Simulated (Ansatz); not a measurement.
Relaxed structures of Si2H5O (charge -1), closed shell (PBE0-D4/def2-TZVPD; forces vanish, vibrations not checked; lower isomers may exist, and structures with a doubtful reference or unclear bonds are left out; Å). Program: Ansatz 0.2.0. Basis: def2-TZVPPD. Cores are frozen in the correlated methods.

Rank them by CCSD(T) energy, lowest first, and give each one's height above the lowest. Links in brackets join atoms within 1.22 times the sum of their covalent radii (1.1 for two metals). (To be estimated.)
A.
Si₂H₅O ([OH][SiH2][SiH2]), total charge -1
```
8
angstrom
O -2.0979 1.2526 -0.4156
Si -0.6227 0.5221 -0.8347
Si 0.3192 -0.4317 1.0828
H -1.0093 -0.2794 -2.0547
H 0.2362 1.6175 -1.4297
H -2.1320 1.3073 0.5441
H 1.7326 -0.5222 0.5013
H -0.0895 -1.8752 0.7759
```
B.
Si₂H₅O ([OH][SiH][SiH3]), total charge -1
```
8
angstrom
O -1.1891 0.3281 -1.6672
Si -1.0832 0.8507 -0.0014
Si 0.6738 -0.5419 0.8383
H -2.0887 0.0390 -1.8154
H -0.0819 2.0084 -0.1746
H 1.1448 -0.0399 2.1841
H 1.9711 -0.7476 0.0814
H 0.2718 -1.9668 1.1437
```
C.
Si₂H₅O ([O][SiH2][SiH3]), total charge -1
```
8
angstrom
O -2.1697 1.0912 -0.2471
Si -0.7644 0.6708 -0.7794
Si 0.5824 -0.5765 0.7513
H -0.6988 -0.2373 -2.0037
H 0.2171 1.7710 -1.1718
H 0.9156 0.1361 2.0333
H 1.9318 -0.9765 0.2072
H -0.0139 -1.8789 1.2101
```

Computed: C (0.000 eV), A (0.265 eV), B (0.664 eV). Heights count from the lowest.

The T1 diagnostic stays at or below 0.017.

For scale, one of the runs: CCSD(T)/def2-TZVPPD, 221 basis functions, launched by `ansatz run in.yaml --threads 2 --pin off --events-out ev --progress --plain --max-ram 4352MiB`. Hardware: 2 CPU threads of an Intel Xeon Platinum 8259CL, shared host. Wall time 62 s; peak host memory 3.2 GiB.
